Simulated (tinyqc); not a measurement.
Inside a calculation. Method: UHF in the sto-3g basis, for H2O, spin multiplicity 1. One step of it, computed by the program tinyqc.

Task: Iteration 2: building the Fock matrix. J_ij = sum D_kl (ij|kl) with D = D(alpha) + D(beta), K_ij = sum D_kl (ik|jl) for each spin; F = H + J - K(s); E = tr D H + tr D J / 2 - 0.5 sum_s tr D(s) K(s) + E_nn.

D(alpha) after iteration 1:
```
            1O 1s      1O 2s     1O 2px     1O 2py     1O 2pz      2H 1s      3H 1s
1O 1s    1.052329  -0.220363   0.001434   0.000942   0.052925  -0.021348  -0.020450
1O 2s   -0.220363   0.942316  -0.006919  -0.004856  -0.251262   0.042356   0.039500
1O 2px   0.001434  -0.006919   0.709746   0.358186  -0.008047  -0.305907   0.325395
1O 2py   0.000942  -0.004856   0.358186   0.662751  -0.007361   0.131911  -0.122713
1O 2pz   0.052925  -0.251262  -0.008047  -0.007361   0.635805   0.238562   0.229427
2H 1s   -0.021348   0.042356  -0.305907   0.131911   0.238562   0.411657  -0.203233
3H 1s   -0.020450   0.039500   0.325395  -0.122713   0.229427  -0.203233   0.425189
```

D(beta) after iteration 1:
```
            1O 1s      1O 2s     1O 2px     1O 2py     1O 2pz      2H 1s      3H 1s
1O 1s    1.052329  -0.220363  -0.001434   0.000942   0.052925  -0.021348  -0.020450
1O 2s   -0.220363   0.942316   0.006919  -0.004856  -0.251262   0.042356   0.039500
1O 2px  -0.001434   0.006919   0.709746  -0.358186   0.008047   0.305907  -0.325395
1O 2py   0.000942  -0.004856  -0.358186   0.662751  -0.007361   0.131911  -0.122713
1O 2pz   0.052925  -0.251262   0.008047  -0.007361   0.635805   0.238562   0.229427
2H 1s   -0.021348   0.042356   0.305907   0.131911   0.238562   0.411657  -0.203233
3H 1s   -0.020450   0.039500  -0.325395  -0.122713   0.229427  -0.203233   0.425189
```

core Hamiltonian H = T + V (hartree):
```
             1O 1s      1O 2s     1O 2px     1O 2py     1O 2pz      2H 1s      3H 1s
1O 1s   -32.450957  -7.548904   0.000000  -0.000106  -0.012234  -0.846366  -0.825895
1O 2s    -7.548904  -9.078189   0.000000  -0.001252  -0.152608  -2.162167  -2.120695
1O 2px    0.000000   0.000000  -7.243160   0.000000   0.000000   0.000000   0.000000
1O 2py   -0.000106  -0.001252   0.000000  -7.308459  -0.000708  -1.205315   1.185643
1O 2pz   -0.012234  -0.152608   0.000000  -0.000708  -7.302412  -1.185730  -1.165947
2H 1s    -0.846366  -2.162167   0.000000  -1.205315  -1.185730  -4.075054  -0.818407
3H 1s    -0.825895  -2.120695   0.000000   1.185643  -1.165947  -0.818407  -4.048850
```

Two-electron integrals (ij|kl) in chemists' order, unique and non-zero (hartree):
```
(11|11) 4.785065    (21|11) 0.741380    (21|21) 0.136873    (22|11) 1.118947
(22|21) 0.256633    (22|22) 0.817206    (31|31) 0.024477    (32|31) 0.037809
(32|32) 0.180518    (33|11) 1.115814    (33|21) 0.256684    (33|22) 0.817023
(33|33) 0.880159    (41|41) 0.024477    (42|41) 0.037809    (42|42) 0.180518
(43|43) 0.047444    (44|11) 1.115814    (44|21) 0.256684    (44|22) 0.817023
(44|33) 0.785270    (44|44) 0.880159    (51|51) 0.024477    (52|51) 0.037809
(52|52) 0.180518    (53|53) 0.047444    (54|54) 0.047444    (55|11) 1.115814
(55|21) 0.256684    (55|22) 0.817023    (55|33) 0.785270    (55|44) 0.785270
(55|55) 0.880159    (61|11) 0.083238    (61|21) 0.015256    (61|22) 0.028488
(61|33) 0.028434    (61|41) 0.000489    (61|42) 0.000928    (61|44) 0.028521
(61|51) 0.000466    (61|52) 0.000884    (61|54) 0.000083    (61|55) 0.028513
(61|61) 0.001721    (62|11) 0.232145    (62|21) 0.054042    (62|22) 0.194334
(62|33) 0.190851    (62|41) 0.002917    (62|42) 0.023698    (62|44) 0.196225
(62|51) 0.002779    (62|52) 0.022582    (62|54) 0.005121    (62|55) 0.195731
(62|61) 0.006153    (62|62) 0.060610    (63|31) 0.005279    (63|32) 0.032076
(63|43) 0.004732    (63|53) 0.004510    (63|63) 0.008027    (64|11) 0.130339
(64|21) 0.030702    (64|22) 0.117932    (64|33) 0.112788    (64|41) 0.006710
(64|42) 0.045432    (64|44) 0.125308    (64|51) 0.001363    (64|52) 0.012727
(64|54) 0.007421    (64|55) 0.115562    (64|61) 0.003625    (64|62) 0.044776
(64|64) 0.040755    (65|11) 0.124200    (65|21) 0.029256    (65|22) 0.112377
(65|33) 0.107476    (65|41) 0.001363    (65|42) 0.012727    (65|44) 0.110387
(65|51) 0.006578    (65|52) 0.044204    (65|54) 0.007507    (65|55) 0.119139
(65|61) 0.003454    (65|62) 0.042667    (65|64) 0.031186    (65|65) 0.037745
(66|11) 0.414850    (66|21) 0.098089    (66|22) 0.406692    (66|33) 0.391905
(66|41) 0.005994    (66|42) 0.069166    (66|44) 0.414917    (66|51) 0.005712
(66|52) 0.065908    (66|54) 0.021929    (66|55) 0.412801    (66|61) 0.011221
(66|62) 0.170512    (66|64) 0.144011    (66|65) 0.137228    (66|66) 0.774606
(71|11) 0.081219    (71|21) 0.014887    (71|22) 0.027798    (71|33) 0.027746
(71|41) -0.000476   (71|42) -0.000904   (71|44) 0.027830    (71|51) 0.000453
(71|52) 0.000861    (71|54) -0.000080   (71|55) 0.027823    (71|61) 0.001659
(71|62) 0.005847    (71|64) 0.003191    (71|65) 0.003286    (71|66) 0.010613
(71|71) 0.001638    (72|11) 0.227505    (72|21) 0.052966    (72|22) 0.190588
(72|33) 0.187171    (72|41) -0.002857   (72|42) -0.023264   (72|44) 0.192447
(72|51) 0.002721    (72|52) 0.022153    (72|54) -0.005024   (72|55) 0.191955
(72|61) 0.005873    (72|62) 0.047748    (72|64) 0.024567    (72|65) 0.032719
(72|66) 0.108672    (72|71) 0.005884    (72|72) 0.058420    (73|31) 0.005163
(73|32) 0.031410    (73|43) -0.004640   (73|53) 0.004418    (73|63) 0.006104
(73|73) 0.007719    (74|11) -0.128073   (74|21) -0.030170   (74|22) -0.115970
(74|33) -0.110921   (74|41) 0.006566    (74|42) 0.044545    (74|44) -0.123207
(74|51) -0.001336   (74|52) -0.012507   (74|54) 0.007281    (74|55) -0.113647
(74|61) -0.003214   (74|62) -0.024659   (74|64) -0.006950   (74|65) -0.016602
(74|66) -0.052108   (74|71) -0.003475   (74|72) -0.043281   (74|74) 0.039446
(75|11) 0.121955    (75|21) 0.028729    (75|22) 0.110430    (75|33) 0.105622
(75|41) -0.001336   (75|42) -0.012507   (75|44) 0.108485    (75|51) 0.006435
(75|52) 0.043320    (75|54) -0.007366   (75|55) 0.117054    (75|61) 0.003307
(75|62) 0.032767    (75|64) 0.016570    (75|65) 0.028238    (75|66) 0.081243
(75|71) 0.003309    (75|72) 0.041213    (75|74) -0.030211   (75|75) 0.036487
(76|11) 0.078752    (76|21) 0.018543    (76|22) 0.073821    (76|33) 0.071882
(76|41) -2.27e-06   (76|42) -0.000031   (76|44) 0.073033    (76|51) 0.001379
(76|52) 0.014041    (76|54) -0.000008   (76|55) 0.076467    (76|61) 0.002096
(76|62) 0.024049    (76|64) 0.015517    (76|65) 0.019072    (76|66) 0.076138
(76|71) 0.002045    (76|72) 0.023655    (76|74) -0.015335   (76|75) 0.018797
(76|76) 0.012846    (77|11) 0.411583    (77|21) 0.097321    (77|22) 0.403785
(77|33) 0.389199    (77|41) -0.005912   (77|42) -0.068413   (77|44) 0.411916
(77|51) 0.005630    (77|52) 0.065144    (77|54) -0.021632   (77|55) 0.409797
(77|61) 0.010791    (77|62) 0.110008    (77|64) 0.052600    (77|65) 0.082073
(77|66) 0.286746    (77|71) 0.010861    (77|72) 0.166781    (77|74) -0.141293
(77|75) 0.134543    (77|76) 0.076138    (77|77) 0.774606
```

nuclear repulsion = 6.97414889 hartree

Give: Coulomb J; exchange K(alpha); exchange K(beta); F(alpha); F(beta); total energy of this density.

Result:

Coulomb J (hartree):
```
         1O 1s   1O 2s  1O 2px  1O 2py  1O 2pz  2H 1s   3H 1s
1O 1s   17.059   3.203   0.000   0.000  -0.010  0.357   0.349
1O 2s    3.203   7.955   0.000  -0.001   0.027  1.902   1.867
1O 2px   0.000   0.000   7.917   0.000   0.000  0.000   0.000
1O 2py   0.000  -0.001   0.000   7.965  -0.001  1.161  -1.143
1O 2pz  -0.010   0.027   0.000  -0.001   7.960  1.120   1.102
2H 1s    0.357   1.902   0.000   1.161   1.120  4.288   0.746
3H 1s    0.349   1.867   0.000  -1.143   1.102  0.746   4.274
```

exchange K(alpha) (hartree):
```
        1O 1s   1O 2s  1O 2px  1O 2py  1O 2pz   2H 1s   3H 1s
1O 1s   4.884   0.823   0.000   0.000   0.002   0.097   0.094
1O 2s   0.823   1.254  -0.004  -0.001  -0.088   0.353   0.346
1O 2px  0.000  -0.004   0.881   0.225  -0.005  -0.057   0.062
1O 2py  0.000  -0.001   0.225   0.940  -0.003   0.232  -0.228
1O 2pz  0.002  -0.088  -0.005  -0.003   0.944   0.232   0.229
2H 1s   0.097   0.353  -0.057   0.232   0.232   0.509   0.097
3H 1s   0.094   0.346   0.062  -0.228   0.229   0.097   0.509
```

exchange K(beta) (hartree):
```
        1O 1s   1O 2s  1O 2px  1O 2py  1O 2pz  2H 1s   3H 1s
1O 1s   4.884   0.823   0.000   0.000   0.002  0.097   0.094
1O 2s   0.823   1.254   0.004  -0.001  -0.088  0.353   0.346
1O 2px  0.000   0.004   0.881  -0.225   0.005  0.057  -0.062
1O 2py  0.000  -0.001  -0.225   0.940  -0.003  0.232  -0.228
1O 2pz  0.002  -0.088   0.005  -0.003   0.944  0.232   0.229
2H 1s   0.097   0.353   0.057   0.232   0.232  0.509   0.097
3H 1s   0.094   0.346  -0.062  -0.228   0.229  0.097   0.509
```

F(alpha) (hartree):
```
          1O 1s   1O 2s  1O 2px  1O 2py  1O 2pz   2H 1s   3H 1s
1O 1s   -20.276  -5.169   0.000   0.000  -0.024  -0.586  -0.572
1O 2s    -5.169  -2.377   0.004  -0.002  -0.038  -0.613  -0.600
1O 2px    0.000   0.004  -0.207  -0.225   0.005   0.057  -0.062
1O 2py    0.000  -0.002  -0.225  -0.283   0.001  -0.276   0.270
1O 2pz   -0.024  -0.038   0.005   0.001  -0.287  -0.298  -0.293
2H 1s    -0.586  -0.613   0.057  -0.276  -0.298  -0.295  -0.169
3H 1s    -0.572  -0.600  -0.062   0.270  -0.293  -0.169  -0.284
```

F(beta) (hartree):
```
          1O 1s   1O 2s  1O 2px  1O 2py  1O 2pz   2H 1s   3H 1s
1O 1s   -20.276  -5.169   0.000   0.000  -0.024  -0.586  -0.572
1O 2s    -5.169  -2.377  -0.004  -0.002  -0.038  -0.613  -0.600
1O 2px    0.000  -0.004  -0.207   0.225  -0.005  -0.057   0.062
1O 2py    0.000  -0.002   0.225  -0.283   0.001  -0.276   0.270
1O 2pz   -0.024  -0.038  -0.005   0.001  -0.287  -0.298  -0.293
2H 1s    -0.586  -0.613  -0.057  -0.276  -0.298  -0.295  -0.169
3H 1s    -0.572  -0.600   0.062   0.270  -0.293  -0.169  -0.284
```

total energy of this density = -74.68817 hartree
